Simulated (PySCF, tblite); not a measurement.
# C₃H₇N₂+: vibronic structure

Wanted: vibronic structure for C₃H₇N₂+ (`N/C=C\C=[NH2+]`).

Computed with tblite 0.8.0 and PySCF 2.14.0 and routines of our own; the level stands in each step. Atoms count from 0.

## 1. The starting structure

12 atoms, charge 1, multiplicity 1; geometry from: force field or distance geometry start.

## 2. Optimising the geometry with GFN2-xTB

The job: settings as JSON, then the geometry in Å.

```
{"job": {"kind": "relax", "xc": "GFN2-xTB", "basis": "xTB"}, "charge": 1, "multiplicity": 1}
N     -1.712100     0.582000     0.690200
C     -1.391600    -0.423200    -0.231800
C     -0.101400    -0.646300    -0.544000
C      0.874200     0.239100     0.093700
N      2.107500     0.019400    -0.207100
H     -1.361600     0.506100     1.672700
H     -2.318100     1.390100     0.370700
H     -2.098600    -1.077700    -0.706300
H      0.179300    -1.421300    -1.248500
H      0.577800     1.007400     0.811200
H      2.903300     0.576500     0.179200
H      2.342600    -0.752700    -0.906000
```

Launch:

```bash
$ OMP_NUM_THREADS=1 python excited_run.py task.json out
```

One launch serves the whole session: the jobs run in the order shown.

The program printed:

```text
step      E/eV     max force
  0    -417.33355    2.484
  1    -417.62829    1.509
  2    -417.75889    1.059
  3    -417.85431    1.087
  4    -417.97801    1.118
  5    -418.09416    1.366
  6    -418.24408    1.380
  7    -418.34576    1.137
  8    -418.43908    0.777
  9    -418.48573    0.608
 10    -418.55613    0.780
 11    -418.61172    0.588
 12    -418.64078    0.467
 13    -418.65629    0.377
 14    -418.67134    0.463
 15    -418.68770    0.367
 16    -418.69646    0.387
 17    -418.70036    0.221
 18    -418.70537    0.226
 19    -418.71476    0.266
 20    -418.72162    0.260
 21    -418.73055    0.263
 22    -418.73856    0.238
 23    -418.74788    0.271
 24    -418.75651    0.245
 25    -418.76348    0.257
 26    -418.76888    0.183
 27    -418.77309    0.255
 28    -418.77708    0.176
 29    -418.77988    0.138
 30    -418.78127    0.083
 31    -418.78182    0.063
 32    -418.78249    0.071
 33    -418.78287    0.058
 34    -418.78322    0.076
 35    -418.78350    0.035
 36    -418.78373    0.034
 37    -418.78396    0.045
 38    -418.78422    0.042
 39    -418.78445    0.041
 40    -418.78463    0.035
 41    -418.78478    0.032
 42    -418.78496    0.044
 43    -418.78515    0.043
 44    -418.78531    0.032
 45    -418.78544    0.028
 46    -418.78557    0.033
 47    -418.78572    0.036
 48    -418.78587    0.037
 49    -418.78601    0.032
 50    -418.78618    0.037
 51    -418.78642    0.053
 52    -418.78671    0.052
 53    -418.78694    0.034
 54    -418.78705    0.025
 55    -418.78712    0.024
 56    -418.78720    0.029
 57    -418.78730    0.025
 58    -418.78738    0.014
 59    -418.78740    0.009
```

It took 0.15 s on 1 thread of Arm Neoverse V2, shared host.

The steps of the relaxation: (not every step is listed)

```
step  energy from step 0 (eV)  largest force (eV/Å)
   0                   0.0000                2.4842
   1                  -0.2947                1.5092
   2                  -0.4253                1.0589
   3                  -0.5208                1.0868
   4                  -0.6445                1.1184
   5                  -0.7606                1.3665
   6                  -0.9105                1.3798
   7                  -1.0122                1.1373
   8                  -1.1055                0.7771
  12                  -1.3072                0.4674
  16                  -1.3629                0.3868
  20                  -1.3881                0.2601
  24                  -1.4230                0.2447
  28                  -1.4435                0.1756
  32                  -1.4489                0.0714
  36                  -1.4502                0.0340
  40                  -1.4511                0.0354
  44                  -1.4518                0.0323
  48                  -1.4523                0.0373
  52                  -1.4532                0.0524
  54                  -1.4535                0.0255
  55                  -1.4536                0.0236
  56                  -1.4536                0.0286
  57                  -1.4538                0.0249
  58                  -1.4538                0.0140
  59                  -1.4538                0.0092
```

Distances of close pairs at the start and the end, largest changes first:

```
  bond  before (Å)  after (Å)  change (Å)
 N0–C1       1.401      1.314      -0.087
 C2–C3       1.464      1.384      -0.079
N4–H11       1.068      1.012      -0.056
 N0–H6       1.059      1.009      -0.050
 C1–C2       1.346      1.386      +0.040
N4–H10       1.045      1.009      -0.036
 N0–H5       1.046      1.010      -0.036
 C3–N4       1.288      1.313      +0.025
```

The final coordinates are the input of the step that follows.

## 3. Harmonic vibrations with GFN2-xTB

The job: settings as JSON, then the geometry in Å.

```
{"job": {"kind": "ir", "xc": "GFN2-xTB", "basis": "xTB"}, "charge": 1, "multiplicity": 1}
N     -1.911624     0.561497     0.658640
C     -1.406432    -0.291560    -0.203463
C     -0.068712    -0.507721    -0.495545
C      1.003010     0.151333     0.081771
N      2.256491    -0.092343    -0.223496
H     -1.331759     1.173494     1.213986
H     -2.909227     0.632677     0.792354
H     -2.129277    -0.892938    -0.742195
H      0.146687    -1.260596    -1.239102
H      0.842619     0.915701     0.832781
H      3.019737     0.402500     0.213282
H      2.489685    -0.792730    -0.915040
```

The program printed:

```text
mode    cm-1     km/mol
  1     160.1      1.62
  2     213.0      4.61
  3     243.8      5.69
  4     404.3      3.05
  5     577.7     15.99
  6     586.9    155.03
  7     598.5    176.86
  8     622.6      1.00
  9     638.2    152.53
 10     825.9     13.40
 11     943.9     58.85
 12     960.7      6.96
 13     984.9     15.16
 14    1042.6     13.44
 15    1115.4      2.73
 16    1254.0     14.36
 17    1284.9     24.40
 18    1325.3     26.04
 19    1371.7     13.67
 20    1430.8     20.33
 21    1484.4     79.06
 22    1595.8   1356.84
 23    1629.6     61.44
 24    3054.2      7.93
 25    3061.3      5.44
 26    3101.8      1.68
 27    3411.0    241.90
 28    3431.1     90.06
 29    3473.2     82.14
 30    3479.8     61.00
```

Wall time 0.14 s (1 thread of Arm Neoverse V2, shared host).

Which atoms move in the most intense modes:

```
cm⁻¹  km/mol                                 atoms
 587   155.0                               H6 71 %
 598   176.9            H5 49 %, H10 15 %, N0 14 %
 638   152.5            H11 55 %, N4 11 %, C3 10 %
1484    79.1  C2 20 %, N4 14 %, H10 13 %, H11 11 %
1596  1356.8             C2 30 %, C3 28 %, C1 23 %
3411   241.9                    H11 68 %, H10 24 %
3431    90.1                      H5 52 %, H6 40 %
3473    82.1                    H10 69 %, H11 22 %
```

## 4. Vibronic structure: TDDFT CAM-B3LYP/def2-SVP

Settings changed since step 3:

```diff
@@ -1,2 +1,2 @@
-{"job": {"kind": "ir", "xc": "GFN2-xTB", "basis": "xTB"}, "charge": 1, "multiplicity": 1}
+{"job": {"kind": "vib", "xc": "CAM-B3LYP", "basis": "def2-SVP", "tda": false}, "charge": 1, "multiplicity": 1}
 N     -1.911624     0.561497     0.658640
```

With the program's defaults for keys left out, this is: TDDFT CAM-B3LYP/def2-SVP vertical-gradient vibronic structure (displaced harmonic oscillators, Condon), gas phase.

The program printed:

```text
final grid: 43088 points
cycle   1  E = -227.4854959910  dE =  1.091e+00  |g| = 2.914e-01  |ddm| = 3.573e+00
cycle   2  E = -227.4996395380  dE = -1.414e-02  |g| = 2.114e-01  |ddm| = 5.219e-01
cycle   3  E = -227.5096870196  dE = -1.005e-02  |g| = 3.911e-02  |ddm| = 2.025e-01
cycle   4  E = -227.5100466697  dE = -3.597e-04  |g| = 4.353e-03  |ddm| = 4.449e-02
cycle   5  E = -227.5100502179  dE = -3.548e-06  |g| = 2.917e-03  |ddm| = 7.635e-03
cycle   6  E = -227.5100522545  dE = -2.037e-06  |g| = 6.154e-04  |ddm| = 2.759e-03
cycle   7  E = -227.5100523528  dE = -9.829e-08  |g| = 1.874e-04  |ddm| = 7.956e-04
cycle   8  E = -227.5100523607  dE = -7.996e-09  |g| = 8.620e-05  |ddm| = 2.263e-04
cycle   9  E = -227.5100523628  dE = -2.084e-09  |g| = 1.464e-05  |ddm| = 1.086e-04
cycle  10  E = -227.5100523629  dE = -6.344e-11  |g| = 3.661e-06  |ddm| = 2.231e-05
converged SCF energy = -227.5100523629

Singlet excitations (eV, f): 4.963 (0.5251)  7.238 (0.0003)  7.726 (0.0017)  7.770 (0.0001)  7.955 (0.0004)  8.438 (0.0538)

State S1  4.9630 eV  f = 0.52509  H->L 0.98
  relaxed dipole 0.977 D, largest gradient of the excitation energy 0.0375 Eh/bohr
  mode    cm-1        S   lambda/meV  Raman
    8    622.6    0.7360      56.8   0.618
   15   1115.4    0.3712      51.3   1.000
    4    404.3    0.8983      45.0   0.318
   18   1325.3    0.2301      37.8   0.875
   12    960.7    0.1573      18.7   0.314
   17   1284.9    0.0726      11.6   0.259
   14   1042.6    0.0546       7.1   0.129
    2    213.0    0.1766       4.7   0.017
   20   1430.8    0.0235       4.2   0.104
   22   1595.8    0.0081       1.6   0.045
   23   1629.6    0.0058       1.2   0.033
  reorganisation energy 0.2428 eV, total S 2.746, 0-0 4.7202 eV
  absorption maximum 4.924 eV, width 0.406 eV

State S6  8.4383 eV  f = 0.05382  H->L+4 0.80, H-1->L 0.18
  relaxed dipole 1.845 D, largest gradient of the excitation energy 0.0723 Eh/bohr
  mode    cm-1        S   lambda/meV  Raman
   15   1115.4    1.6234     224.5   1.000
   12    960.7    0.6995      83.3   0.320
   18   1325.3    0.4350      71.5   0.378
    4    404.3    0.9918      49.7   0.080
   17   1284.9    0.1381      22.0   0.113
   20   1430.8    0.1030      18.3   0.104
    8    622.6    0.1879      14.5   0.036
   16   1254.0    0.0657      10.2   0.051
   22   1595.8    0.0248       4.9   0.031
    2    213.0    0.1384       3.7   0.003
   23   1629.6    0.0167       3.4   0.022
   24   3054.2    0.0081       3.1   0.037
  reorganisation energy 0.5177 eV, total S 4.473, 0-0 7.9206 eV
  absorption maximum 8.369 eV, width 0.620 eV

State T1  2.7760 eV  f = 0.00000  H->L 0.99
  relaxed dipole 0.866 D, largest gradient of the excitation energy 0.0349 Eh/bohr
  mode    cm-1        S   lambda/meV  Raman
    8    622.6    0.7706      59.5   0.899
   15   1115.4    0.2636      36.5   0.987
    4    404.3    0.6355      31.9   0.313
   18   1325.3    0.1892      31.1   1.000
   23   1629.6    0.0648      13.1   0.518
   17   1284.9    0.0754      12.0   0.375
   14   1042.6    0.0607       7.8   0.199
   12    960.7    0.0539       6.4   0.150
   25   3061.3    0.0055       2.1   0.155
    2    213.0    0.0699       1.8   0.010
   20   1430.8    0.0054       1.0   0.033
  reorganisation energy 0.2062 eV, total S 2.208, 0-0 2.5697 eV
  absorption maximum 2.712 eV, width 0.360 eV
```

Wall time 10 s (1 thread of Arm Neoverse V2, shared host); peak memory 0.53 GiB.

## 5. Vibronic structure: TDA mPW1PW91/def2-SVP

Settings changed since step 4:

```diff
@@ -1,2 +1,2 @@
-{"job": {"kind": "vib", "xc": "CAM-B3LYP", "basis": "def2-SVP", "tda": false}, "charge": 1, "multiplicity": 1}
+{"job": {"kind": "vib", "xc": "mPW1PW91", "basis": "def2-SVP", "tda": true, "fwhm_ev": 0.02}, "charge": 1, "multiplicity": 1}
 N     -1.911624     0.561497     0.658640
```

With the program's defaults for keys left out, this is: TDA mPW1PW91/def2-SVP vertical-gradient vibronic structure (displaced harmonic oscillators, Condon), gas phase.

The program printed:

```text
final grid: 43088 points
cycle   1  E = -227.5605192343  dE =  9.537e-01  |g| = 2.812e-01  |ddm| = 3.569e+00
cycle   2  E = -227.5604778564  dE =  4.138e-05  |g| = 2.855e-01  |ddm| = 5.672e-01
cycle   3  E = -227.5806882436  dE = -2.021e-02  |g| = 4.106e-02  |ddm| = 2.964e-01
cycle   4  E = -227.5809676217  dE = -2.794e-04  |g| = 2.341e-02  |ddm| = 4.865e-02
cycle   5  E = -227.5810877258  dE = -1.201e-04  |g| = 6.182e-03  |ddm| = 2.489e-02
cycle   6  E = -227.5810979231  dE = -1.020e-05  |g| = 1.562e-03  |ddm| = 7.532e-03
cycle   7  E = -227.5810984310  dE = -5.079e-07  |g| = 5.960e-04  |ddm| = 1.689e-03
cycle   8  E = -227.5810985101  dE = -7.913e-08  |g| = 1.275e-04  |ddm| = 5.748e-04
cycle   9  E = -227.5810985142  dE = -4.081e-09  |g| = 3.379e-05  |ddm| = 1.566e-04
cycle  10  E = -227.5810985144  dE = -2.314e-10  |g| = 1.499e-05  |ddm| = 3.856e-05
converged SCF energy = -227.5810985144

Singlet excitations (eV, f): 5.579 (0.8558)  7.208 (0.0002)  7.603 (0.0018)  7.689 (0.0001)  7.821 (0.0002)  8.226 (0.0633)

State S1  5.5791 eV  f = 0.85575  H->L 0.95
  relaxed dipole 1.091 D, largest gradient of the excitation energy 0.0370 Eh/bohr
  mode    cm-1        S   lambda/meV  Raman
   15   1115.4    0.3410      47.2   1.000
    4    404.3    0.8329      41.7   0.321
    8    622.6    0.5236      40.4   0.478
   18   1325.3    0.2110      34.7   0.874
   12    960.7    0.1877      22.4   0.408
    2    213.0    0.5116      13.5   0.055
   17   1284.9    0.0528       8.4   0.206
   22   1595.8    0.0376       7.4   0.225
   14   1042.6    0.0408       5.3   0.104
   20   1430.8    0.0275       4.9   0.133
   16   1254.0    0.0102       1.6   0.038
  reorganisation energy 0.2294 eV, total S 2.785, 0-0 5.3497 eV
  absorption maximum 5.480 eV, width 0.382 eV

State S6  8.2259 eV  f = 0.06334  H->L+2 0.49, H-1->L 0.47
  relaxed dipole 1.897 D, largest gradient of the excitation energy 0.0551 Eh/bohr
  mode    cm-1        S   lambda/meV  Raman
   15   1115.4    1.0753     148.7   1.000
   23   1629.6    0.3835      77.5   0.761
   18   1325.3    0.4572      75.1   0.600
   12    960.7    0.3830      45.6   0.264
    8    622.6    0.2167      16.7   0.063
    4    404.3    0.3269      16.4   0.040
   17   1284.9    0.0955      15.2   0.118
   20   1430.8    0.0115       2.0   0.018
   24   3054.2    0.0052       2.0   0.036
   22   1595.8    0.0067       1.3   0.013
    2    213.0    0.0402       1.1   0.001
  reorganisation energy 0.4063 eV, total S 3.025, 0-0 7.8196 eV
  absorption maximum 7.958 eV, width 0.566 eV

State T1  2.7994 eV  f = 0.00000  H->L 1.00
  relaxed dipole 0.913 D, largest gradient of the excitation energy 0.0344 Eh/bohr
  mode    cm-1        S   lambda/meV  Raman
    8    622.6    0.7325      56.5   0.882
   15   1115.4    0.2569      35.5   0.993
    4    404.3    0.6032      30.2   0.306
   18   1325.3    0.1833      30.1   1.000
   23   1629.6    0.0631      12.7   0.520
   17   1284.9    0.0707      11.3   0.363
   14   1042.6    0.0562       7.3   0.190
   12    960.7    0.0560       6.7   0.161
   25   3061.3    0.0051       1.9   0.149
    2    213.0    0.0659       1.7   0.009
   20   1430.8    0.0052       0.9   0.033
  reorganisation energy 0.1978 eV, total S 2.110, 0-0 2.6016 eV
  absorption maximum 2.602 eV, width 0.254 eV
```

It took 6.2 s on 1 thread of Arm Neoverse V2, shared host; peak memory 0.54 GiB.

## 6. Vibronic structure: TDDFT BLYP/def2-SV(P)

Settings changed since step 5:

```diff
@@ -1,2 +1,2 @@
-{"job": {"kind": "vib", "xc": "mPW1PW91", "basis": "def2-SVP", "tda": true, "fwhm_ev": 0.02}, "charge": 1, "multiplicity": 1}
+{"job": {"kind": "vib", "xc": "BLYP", "basis": "def2-SV(P)", "tda": false, "grid": 3, "nbright": 3}, "charge": 1, "multiplicity": 1}
 N     -1.911624     0.561497     0.658640
```

Level: TDDFT BLYP/def2-SV(P) vertical-gradient vibronic structure (displaced harmonic oscillators, Condon), gas phase.

The program printed:

```text
coarse grid: 9728 points
cycle   1  E = -227.4318683231  dE =  8.250e-01  |g| = 4.145e-01  |ddm| = 3.657e+00
cycle   2  E = -227.3790140754  dE =  5.285e-02  |g| = 6.032e-01  |ddm| = 1.035e+00
cycle   3  E = -227.4729691445  dE = -9.396e-02  |g| = 9.222e-02  |ddm| = 6.925e-01
cycle   4  E = -227.4746528544  dE = -1.684e-03  |g| = 5.031e-02  |ddm| = 1.461e-01
cycle   5  E = -227.4752644142  dE = -6.116e-04  |g| = 2.274e-02  |ddm| = 7.883e-02
cycle   6  E = -227.4754093441  dE = -1.449e-04  |g| = 3.887e-03  |ddm| = 2.645e-02
cycle   7  E = -227.4754121118  dE = -2.768e-06  |g| = 2.243e-03  |ddm| = 5.744e-03
final grid: 138816 points
cycle   8  E = -227.5137454899  dE = -1.374e-05  |g| = 1.218e-02  |ddm| = 2.984e-02
cycle   9  E = -227.5136423160  dE =  1.032e-04  |g| = 2.442e-02  |ddm| = 2.801e-02
cycle  10  E = -227.5137712353  dE = -1.289e-04  |g| = 5.047e-03  |ddm| = 2.247e-02
cycle  11  E = -227.5137783622  dE = -7.127e-06  |g| = 1.296e-03  |ddm| = 6.463e-03
cycle  12  E = -227.5137788416  dE = -4.794e-07  |g| = 1.627e-04  |ddm| = 1.527e-03
cycle  13  E = -227.5137788470  dE = -5.382e-09  |g| = 7.828e-05  |ddm| = 2.372e-04
cycle  14  E = -227.5137788485  dE = -1.565e-09  |g| = 1.356e-05  |ddm| = 8.418e-05
cycle  15  E = -227.5137788486  dE = -4.303e-11  |g| = 5.122e-06  |ddm| = 1.425e-05
converged SCF energy = -227.5137788486

Singlet excitations (eV, f): 4.957 (0.4881)  6.360 (0.0001)  6.827 (0.0002)  6.881 (0.0000)  7.168 (0.0011)  7.227 (0.0349)

State S1  4.9571 eV  f = 0.48815  H->L 0.98
  relaxed dipole 1.082 D, largest gradient of the excitation energy 0.0381 Eh/bohr
  mode    cm-1        S   lambda/meV  Raman
   15   1115.4    0.3621      50.1   1.000
    8    622.6    0.5440      42.0   0.468
    4    404.3    0.8322      41.7   0.302
   18   1325.3    0.2351      38.6   0.917
   12    960.7    0.1665      19.8   0.341
   17   1284.9    0.0561       8.9   0.205
    2    213.0    0.2624       6.9   0.026
   22   1595.8    0.0323       6.4   0.183
   14   1042.6    0.0491       6.3   0.118
   20   1430.8    0.0211       3.7   0.096
   23   1629.6    0.0068       1.4   0.040
   16   1254.0    0.0083       1.3   0.029
  reorganisation energy 0.2292 eV, total S 2.584, 0-0 4.7279 eV
  absorption maximum 4.898 eV, width 0.394 eV

State S6  7.2274 eV  f = 0.03491  H-1->L 0.54, H->L+2 0.41
  relaxed dipole 1.889 D, largest gradient of the excitation energy 0.0624 Eh/bohr
  mode    cm-1        S   lambda/meV  Raman
   15   1115.4    0.9705     134.2   0.749
   23   1629.6    0.6073     122.7   1.000
   18   1325.3    0.4626      76.0   0.504
   12    960.7    0.3532      42.1   0.202
    8    622.6    0.1708      13.2   0.041
   17   1284.9    0.0803      12.8   0.082
    4    404.3    0.1407       7.1   0.014
  reorganisation energy 0.4141 eV, total S 2.820, 0-0 6.8133 eV
  absorption maximum 7.149 eV, width 0.650 eV

State T1  2.8134 eV  f = 0.00000  H->L 1.00
  relaxed dipole 1.038 D, largest gradient of the excitation energy 0.0329 Eh/bohr
  mode    cm-1        S   lambda/meV  Raman
    8    622.6    0.6010      46.4   0.748
   15   1115.4    0.2505      34.6   1.000
   18   1325.3    0.1737      28.5   0.979
    4    404.3    0.5452      27.3   0.286
   23   1629.6    0.0581      11.7   0.495
   17   1284.9    0.0581       9.3   0.308
   12    960.7    0.0601       7.2   0.178
   14   1042.6    0.0506       6.5   0.177
    2    213.0    0.0384       1.0   0.006
   20   1430.8    0.0052       0.9   0.034
  reorganisation energy 0.1768 eV, total S 1.852, 0-0 2.6366 eV
  absorption maximum 2.639 eV, width 0.322 eV
```

Run time: 17 s. Hardware: 1 thread of Arm Neoverse V2, shared host; peak memory 0.59 GiB.

## 7. Summary of results

| quantity | value |
| --- | --- |
| strongest single infrared mode (GFN2-xTB) | 1596 cm⁻¹, 1357 km/mol |
| zero-point energy (GFN2-xTB) | 63.3 kcal/mol |
| S1: vertical, reorganisation, 0-0, total S (step 4, TDDFT CAM-B3LYP/def2-SVP, modes from GFN2-xTB) | 4.96, 0.24, 4.72 eV; 2.7 |
| S6: vertical, reorganisation, 0-0, total S (step 4, TDDFT CAM-B3LYP/def2-SVP, modes from GFN2-xTB) | 8.44, 0.52, 7.92 eV; 4.5 |
| T1: vertical, reorganisation, 0-0, total S (step 4, TDA CAM-B3LYP/def2-SVP, modes from GFN2-xTB) | 2.78, 0.21, 2.57 eV; 2.2 |
| S1: vertical, reorganisation, 0-0, total S (step 5, TDA mPW1PW91/def2-SVP, modes from GFN2-xTB) | 5.58, 0.23, 5.35 eV; 2.8 |
| S6: vertical, reorganisation, 0-0, total S (step 5, TDA mPW1PW91/def2-SVP, modes from GFN2-xTB) | 8.23, 0.41, 7.82 eV; 3.0 |
| T1: vertical, reorganisation, 0-0, total S (step 5, TDA mPW1PW91/def2-SVP, modes from GFN2-xTB) | 2.80, 0.20, 2.60 eV; 2.1 |
| S1: vertical, reorganisation, 0-0, total S (step 6, TDDFT BLYP/def2-SV(P), modes from GFN2-xTB) | 4.96, 0.23, 4.73 eV; 2.6 |
| S6: vertical, reorganisation, 0-0, total S (step 6, TDDFT BLYP/def2-SV(P), modes from GFN2-xTB) | 7.23, 0.41, 6.81 eV; 2.8 |
| T1: vertical, reorganisation, 0-0, total S (step 6, TDA BLYP/def2-SV(P), modes from GFN2-xTB) | 2.81, 0.18, 2.64 eV; 1.9 |

In words: All 30 modes are real, so the xTB geometry is a minimum. The strongest single mode, at 1596 cm⁻¹, is spread over several atoms, C2, C3, C1 among them. GFN2-xTB is a fitted tight-binding method: band positions and strengths are rough. Its intensities can rank the bands wrongly. The vibronic model keeps the ground-state modes (from xTB) and shifts them along the gradient alone, so it can miss much of the relaxation that a full optimisation finds.
